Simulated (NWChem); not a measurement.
Everything below was run with NWChem. System: dimethyl sulfide (C$_{2}$H$_{6}$S), charge 0, spin multiplicity 1, at a geometry optimised with PBE0/def2-SVP. Level: MP2/def2-TZVP, 7 core orbitals frozen.

The NWChem input:

```
start mol
memory heap 200 mb stack 900 mb global 1100 mb
geometry units angstroms nocenter noautoz
  C     -1.379091     0.000000     0.506946
  S      0.000000     0.000000    -0.654747
  C      1.379091     0.000000     0.506946
  H     -1.374213     0.899007     1.142935
  H     -2.302295     0.000000    -0.089572
  H     -1.374213    -0.899007     1.142935
  H      1.374213     0.899007     1.142935
  H      2.302295     0.000000    -0.089572
  H      1.374213    -0.899007     1.142935
  symmetry group C2v
end
basis spherical
  * library def2-tzvp
end
scf
  rhf
  nopen 0
  maxiter 100
  thresh 1e-7
  semidirect memsize 60000000 filesize 0
end
mp2
  freeze core 7
end
task mp2 energy
```

Output (cleaned and shortened):

```
             Northwest Computational Chemistry Package (NWChem) 7.3.0
             --------------------------------------------------------

                                NWChem Input Module
                                -------------------

 Scaling coordinates for geometry "geometry" by  1.889725989
 (inverse scale =  0.529177249)

 Turning off AUTOSYM since
 SYMMETRY directive was detected!

                             Geometry "geometry" -> ""
                             -------------------------

 Output coordinates in angstroms (scale by  1.889725989 to convert to a.u.)

  No.       Tag          Charge          X              Y              Z
 ---- ---------------- ---------- -------------- -------------- --------------
    1 C                    6.0000    -1.37909100     0.00000000     0.50694600
    2 S                   16.0000     0.00000000     0.00000000    -0.65474700
    3 C                    6.0000     1.37909100     0.00000000     0.50694600
    4 H                    1.0000    -1.37421300     0.89900700     1.14293500
    5 H                    1.0000    -2.30229500     0.00000000    -0.08957200
    6 H                    1.0000    -1.37421300    -0.89900700     1.14293500
    7 H                    1.0000     1.37421300     0.89900700     1.14293500
    8 H                    1.0000     2.30229500     0.00000000    -0.08957200
    9 H                    1.0000     1.37421300    -0.89900700     1.14293500

 Effective nuclear repulsion energy (a.u.)     110.7294865103

            Nuclear Dipole moment (a.u.)
            ----------------------------
        X                 Y               Z
 ---------------- ---------------- ----------------
     0.0000000000     0.0000000000    -0.0000075589

      Symmetry information
      --------------------

 Group name             C2v
 Group number             16
 Group order               4
 No. of unique centers     4

      Symmetry unique atoms

     1    2    4    5


 Summary of "ao basis" -> "" (spherical)
 ------------------------------------------------------------------------------
       Tag                 Description            Shells   Functions and Types
 ---------------- ------------------------------  ------  ---------------------
 *                         def2-tzvp                  on all atoms

 Summary of "ao basis" -> "ao basis" (spherical)
 ------------------------------------------------------------------------------
       Tag                 Description            Shells   Functions and Types
 ---------------- ------------------------------  ------  ---------------------
 C                         def2-tzvp                11       31   5s3p2d1f
 S                         def2-tzvp                13       37   5s5p2d1f
 H                         def2-tzvp                 4        6   3s1p

                                 NWChem SCF Module
                                 -----------------

  ao basis        = "ao basis"
  functions       =   135
  atoms           =     9
  closed shells   =    17
  open shells     =     0
  charge          =   0.00
  wavefunction    = RHF
  use symmetry    = T
  symmetry adapt  = T

 Summary of "ao basis" -> "ao basis" (spherical)
 ------------------------------------------------------------------------------
       Tag                 Description            Shells   Functions and Types
 ---------------- ------------------------------  ------  ---------------------
 C                         def2-tzvp                11       31   5s3p2d1f
 S                         def2-tzvp                13       37   5s5p2d1f
 H                         def2-tzvp                 4        6   3s1p

      Symmetry analysis of basis
      --------------------------

        a1         48
        a2         20
        b1         41
        b2         26

 Forming initial guess at       0.1s

      Superposition of Atomic Density Guess
      -------------------------------------

 Sum of atomic energies:        -475.82101295

      Non-variational initial energy
      ------------------------------

 Total energy =    -477.391982
 1-e energy   =    -872.758254
 2-e energy   =     284.636785
 HOMO         =      -0.261762
 LUMO         =       0.050469

      Symmetry analysis of molecular orbitals - initial
      -------------------------------------------------

  Numbering of irreducible representations:

     1 a1          2 a2          3 b1          4 b2

  Orbital symmetries:

     1 a1          2 a1          3 b1          4 a1          5 b1
     6 a1          7 b2          8 a1          9 b1         10 a1
    11 b2         12 a1         13 b1         14 a2         15 b1
    16 a1         17 b2         18 b1         19 a1         20 a1
    21 a1         22 b2         23 b1         24 a2         25 b1
    26 a1         27 a2

 Starting SCF solution at       1.4s

 ----------------------------------------------
         Quadratically convergent ROHF

 Convergence threshold     :          1.000E-07
 Maximum no. of iterations :          100
 Final Fock-matrix accuracy:          1.000E-09
 ----------------------------------------------

              iter       energy          gnorm     gmax       time
             ----- ------------------- --------- --------- --------
                 1     -476.7636679070  5.61D-01  1.36D-01      1.5
                 2     -476.7927019874  1.65D-01  3.66D-02      1.6
                 3     -476.7957830526  1.01D-02  2.42D-03      1.9
                 4     -476.7957989835  6.93D-05  2.12D-05      2.3
                 5     -476.7957989842  5.19D-09  9.11D-10      3.0

       Final RHF  results
       ------------------

         Total SCF energy =   -476.795798984228
      One-electron energy =   -875.738259101106
      Two-electron energy =    288.212973606573
 Nuclear repulsion energy =    110.729486510305

        Time for solution =      1.5s

       Symmetry analysis of molecular orbitals - final
       -----------------------------------------------

  Numbering of irreducible representations:

     1 a1          2 a2          3 b1          4 b2

  Orbital symmetries:

     1 a1          2 b1          3 a1          4 a1          5 b1
     6 a1          7 b2          8 a1          9 b1         10 a1
    11 b2         12 a1         13 b1         14 a2         15 b1
    16 a1         17 b2         18 a1         19 b1         20 a1
    21 b2         22 a1         23 b1         24 a2         25 b1
    26 a1         27 a2

             Final eigenvalues
             -----------------

              1
    1  -91.9383
    2  -11.2516
    3  -11.2516
    4   -8.9424
    5   -6.6239
    6   -6.6230
    7   -6.6223
    8   -1.0586
    9   -0.9474
   10   -0.8033
   11   -0.5994
   12   -0.5974
   13   -0.5753
   14   -0.5601
   15   -0.4929
   16   -0.4342
   17   -0.3345
   18    0.1398
   19    0.1505
   20    0.1976
   21    0.2046
   22    0.2080
   23    0.2334
   24    0.2468
   25    0.2567
   26    0.3104
   27    0.3217

                       ROHF Final Molecular Orbital Analysis
                       -------------------------------------

 Vector   15  Occ=2.000000D+00  E=-4.928629D-01  Symmetry=b1
              MO Center=  1.1D-13, -5.1D-15,  8.9D-02, r^2= 3.1D+00
   Bfn.  Coefficient  Atom+Function         Bfn.  Coefficient  Atom+Function
  ----- ------------  ---------------      ----- ------------  ---------------
    46      0.292036  2 S  px                 6     -0.218128  1 C  px
    74     -0.218128  3 C  px                 9     -0.201710  1 C  px
    77     -0.201710  3 C  px               107      0.150070  5 H  s
   125     -0.150070  8 H  s

 Vector   16  Occ=2.000000D+00  E=-4.342491D-01  Symmetry=a1
              MO Center= -2.4D-12,  2.0D-15, -4.3D-01, r^2= 2.5D+00
   Bfn.  Coefficient  Atom+Function         Bfn.  Coefficient  Atom+Function
  ----- ------------  ---------------      ----- ------------  ---------------
    48      0.397913  2 S  pz                51      0.266300  2 S  pz
    35     -0.219233  2 S  s                 36     -0.216749  2 S  s
    45      0.184312  2 S  pz

 Vector   17  Occ=2.000000D+00  E=-3.345043D-01  Symmetry=b2
              MO Center= -9.7D-17, -2.6D-16, -4.6D-01, r^2= 2.1D+00
   Bfn.  Coefficient  Atom+Function         Bfn.  Coefficient  Atom+Function
  ----- ------------  ---------------      ----- ------------  ---------------
    47      0.505128  2 S  py                50      0.419167  2 S  py
    44      0.232195  2 S  py                38     -0.180634  2 S  py

 Vector   18  Occ=0.000000D+00  E= 1.398212D-01  Symmetry=a1
              MO Center=  8.8D-15, -5.2D-16,  1.2D+00, r^2= 7.9D+00
   Bfn.  Coefficient  Atom+Function         Bfn.  Coefficient  Atom+Function
  ----- ------------  ---------------      ----- ------------  ---------------
     5      3.333788  1 C  s                 73      3.333788  3 C  s
   102     -1.551096  4 H  s                114     -1.551096  6 H  s
   120     -1.551096  7 H  s                132     -1.551096  9 H  s
   108     -1.163674  5 H  s                126     -1.163674  8 H  s
    36     -0.494968  2 S  s                 14      0.380127  1 C  pz

 Vector   19  Occ=0.000000D+00  E= 1.505100D-01  Symmetry=b1
              MO Center= -4.9D-14, -7.1D-15,  1.8D-01, r^2= 8.5D+00
   Bfn.  Coefficient  Atom+Function         Bfn.  Coefficient  Atom+Function
  ----- ------------  ---------------      ----- ------------  ---------------
     5      4.023317  1 C  s                 73     -4.023317  3 C  s
    49      1.407281  2 S  px               102     -1.262029  4 H  s
   114     -1.262029  6 H  s                120      1.262029  7 H  s
   132      1.262029  9 H  s                108     -1.217296  5 H  s
   126      1.217296  8 H  s                 12      0.294329  1 C  px

 Vector   20  Occ=0.000000D+00  E= 1.975899D-01  Symmetry=a1
              MO Center= -2.9D-15, -2.5D-17, -2.9D-01, r^2= 7.5D+00
   Bfn.  Coefficient  Atom+Function         Bfn.  Coefficient  Atom+Function
  ----- ------------  ---------------      ----- ------------  ---------------
    36      2.041989  2 S  s                108     -1.327995  5 H  s
   126     -1.327995  8 H  s                 51      1.145596  2 S  pz
    12     -1.134663  1 C  px                80      1.134663  3 C  px
   102      0.427134  4 H  s                114      0.427134  6 H  s
   120      0.427134  7 H  s                132      0.427134  9 H  s

 center of mass
 --------------
 x =   0.00000000 y =   0.00000000 z =  -0.13223857

 moments of inertia (a.u.)
 ------------------
         100.385466897934           0.000000000000           0.000000000000
           0.000000000000         317.092965258256           0.000000000000
           0.000000000000           0.000000000000         239.977634945291

  Mulliken analysis of the total density
  --------------------------------------

    Atom       Charge   Shell Charges
 -----------   ------   -------------------------------------------------------
    1 C    6     6.33   0.85  1.12  0.47  0.72  0.04  1.22  1.45  0.37  0.02  0.07  0.00
    2 S   16    16.05   2.01  0.49  1.48  1.03  0.77  4.18  1.69  0.89  2.29  1.07  0.05  0.10  0.02
    3 C    6     6.33   0.85  1.12  0.47  0.72  0.04  1.22  1.45  0.37  0.02  0.07  0.00
    4 H    1     0.88   0.26  0.49  0.11  0.02
    5 H    1     0.87   0.26  0.49  0.10  0.02
    6 H    1     0.88   0.26  0.49  0.11  0.02
    7 H    1     0.88   0.26  0.49  0.11  0.02
    8 H    1     0.87   0.26  0.49  0.10  0.02
    9 H    1     0.88   0.26  0.49  0.11  0.02

       Multipole analysis of the density wrt the origin
       ------------------------------------------------

     L   x y z        total         open         nuclear
     -   - - -        -----         ----         -------
     0   0 0 0     -0.000000      0.000000     34.000000

     1   1 0 0     -0.000000      0.000000      0.000000
     1   0 1 0      0.000000      0.000000      0.000000
     1   0 0 1      0.653726      0.000000     -0.000008

     2   2 0 0    -18.078517      0.000000    146.333909
     2   1 1 0     -0.000000      0.000000      0.000000
     2   1 0 1      0.000000      0.000000     -0.000000
     2   0 2 0    -21.465987      0.000000     11.544731
     2   0 1 1     -0.000000      0.000000      0.000000
     2   0 0 2    -21.361192      0.000000     54.224030

                   NWChem MP2 Semi-direct Energy/Gradient Module
                   ---------------------------------------------

  Basis functions       =    135
  Molecular orbitals    =    135
  Frozen core           =      7
  Frozen virtuals       =      0
  Active alpha occupied =     10
  Active beta occupied  =     10
  Active alpha virtual  =    118
  Active beta virtual   =    118
  Use MO symmetry       = T
  Use skeleton AO sym   = T

  AO/Fock/Back tols     =   1.0D-09  1.0D-09  1.0D-09

 GA uses MA = F    GA memory limited = T

 Available:
  local mem=  1.26D+08
 global mem=  1.44D+08
 local disk=  0.00D+00
  mp2_memr nvloc                   118
  nvloc new                   118
   1 passes of  10:        5242880                      96155                  36307723.
   1 passes of  10: M    126148662           G      144142750           F     120905782.

 Semi-direct pass number   1 of   1  for RHF alpha+beta  at        3.1s
  vrange nnbf                  9042
  mp2_eaftype                   138  avail_ma_in_mb                  1099
 EAF : mp2_eaftype filesize         138   18153861.
  mp2_eaf for mointskh                    138
Node 0 wrote     85.4 Mb in      0.0 s     Agg I/O rate:  3073.8 Mb/s
 Done moints_semi at        9.2s
  mp2_eaftype                   138  avail_ma_in_mb                   961
 EAF : mp2_eaftype filesize         138   18153861.
  mp2_eaf for kh                   138
 Done maket at        9.5s
 Done multipass loop at        9.5s

          -------------------------------------------
          SCF energy                -476.795798984228
          Correlation energy          -0.519097830943
          Singlet pairs               -0.345867379057
          Triplet pairs               -0.173230451887
          Total MP2 energy          -477.314896815172
          -------------------------------------------

          ---------------------------------------------------
                    Spin Component Scaled (SCS) MP2
          Same spin pairs                     -0.115486967924
          Same spin scaling factor             0.333333333333
          Opposite spin pairs                 -0.403610863019
          Opposite spin scaling fact.          1.200000000000
          SCS-MP2 correlation energy          -0.522828691598
          Total SCS-MP2 energy              -477.318627675826
          ---------------------------------------------------

 -----------------------
 Performance information
 -----------------------

 Timer overhead =  1.63D-07 seconds/call

               Nr. of calls         CPU time (s)                 Wall time (s)                GFlops
             ---------------    -------------------     ------------------------------   -------------------
Name         Min   Avg   Max    Min     Avg     Max     Min     Avg     Max   Mx/calls   Min     Max     Sum
mp2: moin     1     1     1    6.1     6.1     6.1      6.1     6.1     6.1     6.1      0.0     0.0     0.0
mp2: make     1     1     1   0.26    0.26    0.26     0.26    0.26    0.26    0.26      0.0     0.0     0.0
mp2: tota     1     1     1    6.5     6.5     6.5      6.5     6.5     6.5     6.5      0.0     0.0     0.0

 The average no. of pstat calls per process was 3.00D+00
 with a timing overhead of 4.88D-07s

 Task  times  cpu:        9.4s     wall:        9.4s

 Total times  cpu:        9.5s     wall:        9.5s
```
